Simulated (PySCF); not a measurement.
## Curvature of the energy in the electron number along the third row

Calculated with PySCF 2.14, in jorge-DZP-DKH, spin-free X2C: one orbital is emptied in steps, and each cell gives the departure of E from the straight line at half an electron, in eV (from a cubic fit). The exact functional gives zero.

```
species   orbital    LDA    PBE  r2SCAN   PBE0  BHandHLYP  wB97X   UHF
     Al  3p alpha  -0.78  -0.76   -0.70  -0.55      -0.36  -0.04  0.07
     Si  3p alpha  -0.95  -0.92   -0.85  -0.66      -0.42  -0.09  0.12
      S   3p beta  -1.14  -1.10   -1.00  -0.77      -0.49  -0.19  0.22
     Cl   3p beta  -1.29  -1.24   -1.14  -0.86      -0.52  -0.25  0.27
     Ar   3p beta  -1.44  -1.39   -1.26  -0.96      -0.56  -0.33  0.32
```

**Question.** Estimate the missing row, P.

**Answer.** The calculation gives LDA -1.11; PBE -1.08; r2SCAN -0.98; PBE0 -0.77; BHandHLYP -0.47; wB97X -0.16; UHF 0.16.

**Question.** How does the mean departure depend on the functional?

**Answer.** LDA -1.12 eV; PBE -1.08 eV; r2SCAN -0.99 eV; PBE0 -0.76 eV; BHandHLYP -0.47 eV; wB97X -0.17 eV; UHF 0.20 eV. Semilocal functionals are convex (delocalisation error), Hartree-Fock is concave or straight, and exact exchange removes curvature roughly in proportion to its share, so among the functionals the range-separated hybrids usually come closest to zero.
